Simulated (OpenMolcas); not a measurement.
## Worked example: vertical energy of the triplet above the singlet of S2O (Disulfur monoxide)

S2O has 3 atoms, charge 0, and is taken as a singlet. SMILES: `O=S=S`. The shape is that of a PBE0-D4/def2-TZVP optimisation.

```xyz
3

O     0.4516    1.2040    0.4932
S     0.5291   -0.2055    0.1489
S    -0.9807   -0.9985   -0.6421
```

Both states at this one shape; open shells run unrestricted unless said. 1 Eh = 27.2114 eV.

| level | program | singlet S2O (Eh) | triplet S2O (Eh) |
| --- | --- | --- | --- |
| M06-2X/STO-3G | OpenMolcas | -861.608450 | -861.577780 |
| PBE0/STO-3G | OpenMolcas | -861.276155 | -861.239893 |

Q: Work out the vertical gap, second state less first, at each level.

A: 
1. M06-2X/STO-3G: -861.577780 − (-861.608450) = 0.030670 Eh = 0.83 eV.
2. PBE0/STO-3G: -861.239893 − (-861.276155) = 0.036262 Eh = 0.99 eV.

No measured value is set beside it here; the levels span 0.83 to 0.99 eV. Minimal sets are far from the basis-set limit.
